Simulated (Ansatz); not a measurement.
# AlSiH4 (doublet): wave-function methods side by side at distance Al1–H4 along a hydrogen transfer = 1.586 Å, cc-pVDZ

Aim: climb from Hartree-Fock through coupled cluster and multireference methods for AlSiH4 (doublet) at one geometry and basis, and see what each rung misses.

Method: cc-pVDZ, core rule «outside noble gas», up to 10 orbitals frozen; program: Ansatz 0.2.0, Gaussian basis.

Plan: UHF; CCSD(T) on ROHF; CCSD(T) on UHF; BCCD(T) on ROHF; CISD; CCSDT(Q) on ROHF; CCSDT(Q) on UHF; CASSCF and MRCISD+Q, 3 electrons in 3 orbitals; CASSCF and NEVPT2, 3 electrons in 3 orbitals; CASSCF and NEVPT2, 9 electrons in 9 orbitals.

9 further runs of the same task are left out: 2 for a mislabelled method, 4 that didn't finish, 3 set aside as unsound or not needed.

## 1. The system

The geometry derives from fragments relaxed apart (PBE0/def2-TZVP) and kept rigid, so it is no stationary point. A hydrogen atom is moved between rigid fragments.

6 atoms, charge 0, spin multiplicity 2.

Atoms are counted from 1 here; the program's logs count them from 0.

Bond lengths: Al1–H2 1.586 Å, Al1–H3 1.586 Å, Al1–H4 1.586 Å, Si5–H6 1.532 Å. Angles: H2–Al1–H3 120.0°, H2–Al1–H4 120.0°, H3–Al1–H4 120.0°.

As a file:

```xyz
6
AlH4Si
Al   -1.72582    0.02523    0.00000
H    -2.51874    1.39862    0.00000
H    -2.51874   -1.34815    0.00000
H    -0.13997    0.02523    0.00000
Si    1.76618    0.02523    0.00000
H     2.16262   -1.45428    0.00000
```

## 2. UHF

Contents of in.yaml:

```yaml
crystal:
  periodic: [false, false, false]
  atoms:
    - {symbol: Al, position_ang: [-1.725820, 0.025233, 0.000000]}
    - {symbol: H, position_ang: [-2.518743, 1.398618, 0.000000]}
    - {symbol: H, position_ang: [-2.518744, -1.348151, 0.000000]}
    - {symbol: H, position_ang: [-0.139972, 0.025233, 0.000000]}
    - {symbol: Si, position_ang: [1.766180, 0.025233, 0.000000]}
    - {symbol: H, position_ang: [2.162615, -1.454280, 0.000000]}
basis:
  gaussian: {orbitals: cc-pVDZ}
magnetization: {spin_polarized: true, initial_magnetization: 1}
hamiltonian: {xc: hf}
output: {orbitals: {seedname: orbitals}}
```

Command:

```sh
$ ansatz run in.yaml --threads 1 --pin off --events-out ev --progress --plain --max-ram 2393MiB
```

After this run come: CCSD(T) on ROHF; CCSD(T) on UHF; BCCD(T) on ROHF; CISD; CCSDT(Q) on ROHF; CCSDT(Q) on UHF; CASSCF and MRCISD+Q, 3 electrons in 3 orbitals; CASSCF and NEVPT2, 3 electrons in 3 orbitals; CASSCF and NEVPT2, 9 electrons in 9 orbitals.

Q: Predict the results of all the runs planned. Wanted: UCCSDT(Q) below the RHF energy; RMP2 from UCCSDT(Q); UMP2 from UCCSDT(Q); RCCSD from UCCSDT(Q); RCCSD(T) from UCCSDT(Q); UCCSD(T) from UCCSDT(Q); RCCSDT(Q) from UCCSDT(Q); MRCISD+Q pair from UCCSDT(Q); NEVPT2 frontier from UCCSDT(Q).

As calculated:

| quantity | value |
| --- | --- |
| UCCSDT(Q) below the RHF energy | -5.6172 eV |
| RMP2 from UCCSDT(Q) | +134.8 kJ/mol |
| UMP2 from UCCSDT(Q) | +136.8 kJ/mol |
| RCCSD from UCCSDT(Q) | +14.7 kJ/mol |
| RCCSD(T) from UCCSDT(Q) | +3.7 kJ/mol |
| UCCSD(T) from UCCSDT(Q) | +3.7 kJ/mol |
| RCCSDT(Q) from UCCSDT(Q) | 0.0 kJ/mol |
| MRCISD+Q pair from UCCSDT(Q) | +1.2 kJ/mol |
| NEVPT2 frontier from UCCSDT(Q) | +126.7 kJ/mol |
| levels within 1 kcal/mol (43 meV) | RCCSD(T), UCCSD(T), BCCD(T), RCCSDT, UCCSDT, RCCSDT(Q), MRCISD+Q pair |
| T1 diagnostic | 0.020 |

In words: RCCSD(T) misses by +3.7 kJ/mol, 0.7 % of the correlation energy. Of the multireference levels listed MRCISD+Q pair comes nearest in total energy (+1.2 kJ/mol), which doesn't show that its space is the better one. These misses are within one basis, not against nature; the frozen cores of restricted and unrestricted runs differ, which can shift their rows.
